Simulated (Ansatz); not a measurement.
A calculation with Ansatz (development build ahead of 0.2.0).

```yaml
crystal:
  periodic: [false, false, false]
  atoms:
    - { symbol: C, position_ang: [0.0, 0.0, -0.59305] }
    - { symbol: O, position_ang: [0.0, 0.0, 0.44479] }
basis:
  gaussian: { orbitals: cc-pVDZ }
hamiltonian:
  xc: hf
```

The input is written out in the form of the current development build from the run's settings.

Results

```
Converged                       : yes
Total energy                    : -112.73323 hartree
Spin squared of the determinant : 0.000
```

Caution: no unrestricted run beside it, a lower state can exist.
